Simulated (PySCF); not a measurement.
Dissociation curve of CH, doublet.

Methods: UMP2 = PySCF with MP2 on UHF/6-31G, 1 core orbital frozen; ROKS-CAM-B3LYP = restricted open-shell CAM-B3LYP/6-31G in PySCF; ROKS-LDA (SVWN5) = PySCF with restricted open-shell LDA (SVWN5)/6-31G.

Energies are in eV, each relative to the lowest point of its own curve near equilibrium.

```json
[
 {"R / Å": "0.91", "UMP2": "1.076", "ROKS-CAM-B3LYP": "1.135", "ROKS-LDA (SVWN5)": "1.295"},
 {"R / Å": "0.96", "UMP2": "0.573", "ROKS-CAM-B3LYP": "0.620", "ROKS-LDA (SVWN5)": "0.746"},
 {"R / Å": "1.01", "UMP2": "0.256", "ROKS-CAM-B3LYP": "0.290", "ROKS-LDA (SVWN5)": "0.382"},
 {"R / Å": "1.07", "UMP2": "0.057", "ROKS-CAM-B3LYP": "0.073", "ROKS-LDA (SVWN5)": "0.127"},
 {"R / Å": "1.10", "UMP2": "0.014", "ROKS-CAM-B3LYP": "0.022", "ROKS-LDA (SVWN5)": "0.056"},
 {"R / Å": "1.13", "UMP2": "0.000", "ROKS-CAM-B3LYP": "0.000", "ROKS-LDA (SVWN5)": "0.015"},
 {"R / Å": "1.17", "UMP2": "0.019", "ROKS-CAM-B3LYP": "?", "ROKS-LDA (SVWN5)": "0.000"},
 {"R / Å": "1.21", "UMP2": "0.071", "ROKS-CAM-B3LYP": "0.054", "ROKS-LDA (SVWN5)": "0.021"},
 {"R / Å": "1.24", "UMP2": "0.128", "ROKS-CAM-B3LYP": "0.106", "ROKS-LDA (SVWN5)": "0.055"},
 {"R / Å": "1.30", "UMP2": "0.275", "ROKS-CAM-B3LYP": "0.245", "ROKS-LDA (SVWN5)": "?"},
 {"R / Å": "1.41", "UMP2": "0.621", "ROKS-CAM-B3LYP": "0.585", "ROKS-LDA (SVWN5)": "0.443"},
 {"R / Å": "1.54", "UMP2": "1.142", "ROKS-CAM-B3LYP": "1.054", "ROKS-LDA (SVWN5)": "0.851"},
 {"R / Å": "1.70", "UMP2": "1.768", "ROKS-CAM-B3LYP": "1.660", "ROKS-LDA (SVWN5)": "1.389"},
 {"R / Å": "1.83", "UMP2": "2.083", "ROKS-CAM-B3LYP": "2.146", "ROKS-LDA (SVWN5)": "1.822"},
 {"R / Å": "2.01", "UMP2": "2.323", "ROKS-CAM-B3LYP": "2.786", "ROKS-LDA (SVWN5)": "2.388"},
 {"R / Å": "2.23", "UMP2": "2.461", "ROKS-CAM-B3LYP": "?", "ROKS-LDA (SVWN5)": "3.007"},
 {"R / Å": "2.48", "UMP2": "2.528", "ROKS-CAM-B3LYP": "4.204", "ROKS-LDA (SVWN5)": "3.599"},
 {"R / Å": "2.76", "UMP2": "2.559", "ROKS-CAM-B3LYP": "4.864", "ROKS-LDA (SVWN5)": "4.126"},
 {"R / Å": "3.03", "UMP2": "2.571", "ROKS-CAM-B3LYP": "?", "ROKS-LDA (SVWN5)": "4.518"},
 {"R / Å": "3.35", "UMP2": "?", "ROKS-CAM-B3LYP": "?", "ROKS-LDA (SVWN5)": "4.864"},
 {"R / Å": "3.97", "UMP2": "2.583", "ROKS-CAM-B3LYP": "6.530", "ROKS-LDA (SVWN5)": "5.265"}
]
```

Fill in the missing entries.


- 1.17, ROKS-CAM-B3LYP: 0.009
- 1.30, ROKS-LDA (SVWN5): 0.161
- 2.23, ROKS-CAM-B3LYP: 3.499
- 3.03, ROKS-CAM-B3LYP: 5.385
- 3.35, UMP2: 2.578
- 3.35, ROKS-CAM-B3LYP: 5.879

The scan ran from 0.91 to 4.47 Å; beyond the distances shown one of the unrestricted levels run for this scan, shown here or not, changes its spin distribution in one step. The unrestricted determinant behind UMP2 is spin-contaminated at 0.91 to 3.97 Å (<S²> up to 1.8, against 0.75 for a pure doublet).
